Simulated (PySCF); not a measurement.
Molfile (atoms numbered from 1):
```
C4H4F2
     RDKit          3D

 10 10  0  0  0  0  0  0  0  0999 V2000
   -1.2342    0.0558   -0.4306 C   0  0  0  0  0  0  0  0  0  0  0  0
    0.0184   -0.2661    0.3365 C   0  0  1  0  0  0  0  0  0  0  0  0
   -0.2890   -1.1958    1.3113 F   0  0  0  0  0  0  0  0  0  0  0  0
    1.3993   -0.3455   -0.2589 C   0  0  0  0  0  0  0  0  0  0  0  0
    1.1466    0.6122    0.5837 C   0  0  0  0  0  0  0  0  0  0  0  0
    1.5935    1.6547    1.2288 F   0  0  0  0  0  0  0  0  0  0  0  0
   -1.0335    0.7882   -1.2234 H   0  0  0  0  0  0  0  0  0  0  0  0
   -1.6381   -0.8612   -0.8853 H   0  0  0  0  0  0  0  0  0  0  0  0
   -2.0028    0.4610    0.2442 H   0  0  0  0  0  0  0  0  0  0  0  0
    2.0491   -0.8968   -0.9332 H   0  0  0  0  0  0  0  0  0  0  0  0
  1  2  1  0
  2  3  1  1
  2  4  1  0
  4  5  2  0
  5  6  1  0
  5  2  1  0
  1  7  1  0
  1  8  1  0
  1  9  1  0
  4 10  1  0
M  END
```

Computational details: couplings computed with B3LYP/pcJ-1 (spin–dipole term only in couplings to heteroatoms), geometry from PBE0-D3(BJ)/def2-SVP, PBE0/pcSseg-1 with gauge-including orbitals, in PySCF (relativity neglected, no solvent, one computed conformer, one averaged value for each set of equivalent atoms).

δ = σ(ref) − σ, references computed at the same level: ¹H (31.27 ppm) against TMS.

The spectrum was simulated from the full spin Hamiltonian at 400 MHz with 1.0 Hz Lorentzian lines, from shifts rounded to 0.01 ppm and J to 0.1 Hz, couplings under 1 Hz left out.

**Question.** List the maxima of its ¹H spectrum with integrals.

**Answer.** 
```
region  integral (H)    ppm      Hz  height
     1             1  5.819  2327.7      34
     1                5.811  2324.4      42
     1                5.809  2323.6      43
     1                5.801  2320.3      34
     2             3  1.663   665.1     100
     2                1.649   659.8     100
     2                1.631   652.2     100
     2                1.617   647.0     100
```

**Question.** Summarise it as multiplets with assignments.

**Answer.** ¹H NMR (400 MHz, computed): δ 5.81 (dd, J = 4.1, 3.2 Hz, 1H, H10), 1.64 (dd, J = 12.8, 5.3 Hz, 3H, H7/H8/H9). These are first-order names; overlap and second-order distortion can hide them in the list.

Splittings below 1 Hz are ignored in the labels, and close J values are merged.
